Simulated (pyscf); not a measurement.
6 gas-phase steps of one pattern: 1,1-elimination on the singlet surface, Ge–H + Ge–H or H–Si + H–Si broken and H–H formed. Single points on ωB97X-D3(BJ)/def2-SVP structures (PySCF, gas phase). Electronic energies in kcal/mol, from the reactant's lowest minimum found; ΔE‡ at ωB97M-D3(BJ)/def2-TZVP, beside the barrier at PBE/def2-TZVP on the same structures. Rows were drawn at random from the steps of this pattern with a verified saddle, stable references and no exit in the data more than 5 kcal/mol lower.

```json
[
 {"row": "1", "step": "H₂Ge=Se -> :Ge=Se [singlet] + H₂", "ΔE‡(PBE)": "53.4", "ΔE‡": "62.1"},
 {"row": "2", "step": "F–GeH₃ → F–GeH: [singlet] + H₂", "ΔE‡(PBE)": "52.8", "ΔE‡": "62.1"},
 {"row": "3", "step": "H₂N–SiH₂–Cl → H₂N–Si:–Cl [singlet] + H₂", "ΔE‡(PBE)": "65.8", "ΔE‡": "75.0"},
 {"row": "4", "step": "Cl–SiH₂–Cl → Cl–Si:–Cl [singlet] + H₂", "ΔE‡(PBE)": "66.9", "ΔE‡": "76.5"},
 {"row": "5", "step": "H₃C–SiH₂–Cl → H₃C–Si:–Cl [singlet] + H₂", "ΔE‡(PBE)": "61.9", "ΔE‡": "?"},
 {"row": "6", "step": "F–SiH₃ → F–SiH: [singlet] + H₂", "ΔE‡(PBE)": "59.8", "ΔE‡": "69.3"}
]
```

From a straight line through the complete rows, estimate the missing barrier and say how far the line can be trusted.

Over the 5 complete rows the means are +59.7 (ΔE‡(PBE)) and 69.0 (ΔE‡); least squares gives b = 1.03 and a = 7.5 kcal/mol, with residuals of 0.3 kcal/mol (root mean square; largest 0.4, row 1). For row 5: 7.5 + 1.03 × (+61.9) = 71.3 kcal/mol. The computed barrier is 70.8 kcal/mol, 0.5 under the line. The line follows the complete rows closely. Each barrier is that of the saddle found. Elements up to Kr have no core potential and no relativistic terms here.
